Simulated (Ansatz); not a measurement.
`C#CCOC=C` and `C=COCCC` differ in one atom or group.

Ansatz, PBE0-D4/def2-TZVP geometries, multiplicity 1. Each molecule was computed in one conformer, which needn't be the lowest.

| property | `C#CCOC=C` |
| --- | --- |
| HOMO–LUMO gap (B3LYP/def2-TZVPP) / eV | 6.95 |
| HOMO–LUMO gap (PBE0/def2-TZVPP) / eV | 7.43 |
| size of the dipole moment (ωB97M-V/def2-TZVPP) / D | 0.83 |
| LUMO energy (PBE/def2-TZVPP) / eV | -0.63 |
| HOMO–LUMO gap (PBE/def2-TZVPP) / eV | 5.13 |
| LUMO energy (ωB97M-V/def2-TZVPP) / eV | 2.52 |

Question: Give the same properties after the change, and the shifts. (An estimate is asked.)

Answer: The calculation gave: 
```
                                          property  `C=COCCC`  shift
             HOMO–LUMO gap (B3LYP/def2-TZVPP) / eV       7.13   0.18
              HOMO–LUMO gap (PBE0/def2-TZVPP) / eV       7.62   0.19
size of the dipole moment (ωB97M-V/def2-TZVPP) / D       0.99   0.16
                 LUMO energy (PBE/def2-TZVPP) / eV      -0.08   0.55
               HOMO–LUMO gap (PBE/def2-TZVPP) / eV       5.38   0.25
             LUMO energy (ωB97M-V/def2-TZVPP) / eV       2.59   0.07
```

With PBE0 the HOMO rises by 0.32 eV and the LUMO rises by 0.50 eV, so the gap widens by about 0.18 eV. PBE moves the HOMO by 0.30 eV and ωB97M-V by 0.31 eV. Dipoles are sizes alone; their direction can turn.

B3LYP here is the variant with VWN-RPA as its local correlation; programs differ in this.
